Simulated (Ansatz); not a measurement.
# C3H7FS: one species, many methods

An exercise on one series of results from a longer session: the logs are not shown, and one member is left open.

Program: Ansatz 0.2.0, Gaussian basis. Level of theory: functionals in def2-TZVPP, the program's frozen cores in correlated methods. These are calculated values, not measurements.

Plan: PBE-D4, r2SCAN-D4, PBE0-D4, B3LYP-D4, ωB97X-V, ωB97M-V, B2PLYP; CCSD(T)/def2-TZVPP; MP2/def2-QZVPP; extrapolation to the limit.

## Structure used throughout

An earlier PBE0-D4 in a triple-zeta def2 set relaxation fixed the geometry.

SMILES `FCCCS`, 12 atoms, charge 0, spin multiplicity 1.

Atoms are counted from 1 here; the program's logs count them from 0.

Bond lengths: F1–C2 1.388 Å, C2–C3 1.506 Å, C2–H6 1.093 Å, C2–H7 1.093 Å, C3–C4 1.520 Å, C3–H8 1.095 Å, C3–H9 1.096 Å, C4–S5 1.813 Å, C4–H10 1.090 Å, C4–H11 1.092 Å, S5–H12 1.343 Å. Angles: F1–C2–C3 109.7°, F1–C2–H6 107.6°, F1–C2–H7 107.6°, C3–C2–H6 111.2°, C3–C2–H7 111.1°, H6–C2–H7 109.5°, C2–C3–C4 113.7°, C2–C3–H8 108.3°, C2–C3–H9 108.8°, C4–C3–H8 110.2°, C4–C3–H9 108.8°, H8–C3–H9 106.9°, C3–C4–S5 114.8°, C3–C4–H10 110.9°, C3–C4–H11 110.0°, S5–C4–H10 109.0°, S5–C4–H11 104.6°, H10–C4–H11 107.1° and more.

As a file:

```mol
C3H7FS
  3D, bonds by distance, orders not assigned

 12 11  0  0  0  0  0  0  0  0999 V2000
   -1.5297    1.5658   -0.2707 F   0  0
   -0.1535    1.3913   -0.3148 C   0  0
    0.2487    0.2801    0.6194 C   0  0
   -0.3391   -1.0718    0.2494 C   0  0
    0.2226   -1.7353   -1.3414 S   0  0
    0.1164    1.1566   -1.3481 H   0  0
    0.3093    2.3381   -0.0232 H   0  0
    1.3425    0.2244    0.6368 H   0  0
   -0.0730    0.5394    1.6344 H   0  0
   -0.1441   -1.8081    1.0298 H   0  0
   -1.4234   -0.9923    0.1464 H   0  0
    1.5004   -1.9434   -0.9839 H   0  0
  1  2  8  0
  2  3  8  0
  3  4  8  0
  4  5  8  0
  2  6  8  0
  2  7  8  0
  3  8  8  0
  3  9  8  0
  4 10  8  0
  4 11  8  0
  5 12  8  0
M  END
```

Set-up of the first run:

in.yaml

```yaml
crystal:
  periodic: [false, false, false]
  atoms:
    - {symbol: F, position_ang: [-1.529699, 1.565829, -0.270693]}
    - {symbol: C, position_ang: [-0.153521, 1.391285, -0.314840]}
    - {symbol: C, position_ang: [0.248708, 0.280144, 0.619412]}
    - {symbol: C, position_ang: [-0.339148, -1.071837, 0.249355]}
    - {symbol: S, position_ang: [0.222634, -1.735265, -1.341424]}
    - {symbol: H, position_ang: [0.116424, 1.156624, -1.348089]}
    - {symbol: H, position_ang: [0.309302, 2.338081, -0.023224]}
    - {symbol: H, position_ang: [1.342479, 0.224373, 0.636778]}
    - {symbol: H, position_ang: [-0.072967, 0.539431, 1.634392]}
    - {symbol: H, position_ang: [-0.144125, -1.808055, 1.029773]}
    - {symbol: H, position_ang: [-1.423439, -0.992327, 0.146383]}
    - {symbol: H, position_ang: [1.500353, -1.943382, -0.983924]}
basis:
  gaussian: {orbitals: def2-TZVPP}
hamiltonian: {xc: pbe, dispersion: d4}
output: {forces: true, orbitals: {seedname: orbitals}}
```

Started as:

```
> ansatz run in.yaml --threads 4 --pin off --events-out ev --progress --plain --max-ram 10444MiB
```

Steps of the session up to this table: PBE-D4 (GGA); r2SCAN-D4 (meta-GGA); PBE0-D4 (hybrid); B3LYP-D4 (hybrid); ωB97X-V (range-separated); ωB97M-V (range-separated); B2PLYP (double hybrid); CCSD(T) in def2-TZVPP; MP2 in def2-QZVPP.

One of the session's tables, all rows but one given; the rest of the session is left out.

| method | atomisation energy (eV) |
| --- | --- |
| PBE-D4 | ? |
| r2SCAN-D4 | 46.631 |
| PBE0-D4 | 46.786 |
| B3LYP-D4 | 46.457 |
| ωB97X-V | 46.661 |
| ωB97M-V | 46.708 |
| B2PLYP | 45.980 |
| HF/def2-TZVPP | 34.174 |
| MP2/def2-TZVPP | 46.033 |
| CCSD/def2-TZVPP | 44.755 |
| CCSD(T)/def2-TZVPP | 45.401 |
| MP2/CBS | 47.154 |
| CCSD(T)/CBS | 46.523 |

**Question.** Estimate the row for PBE-D4.

The run gave: atomisation energy (eV): 47.544. In the column «atomisation energy (eV)» it is the highest.

To keep in mind: Free atoms (1 F, 3 C, 1 S, 7 H) were run apart at each level; the atomisation energy is their sum less the molecule, without zero-point or spin-orbit terms.
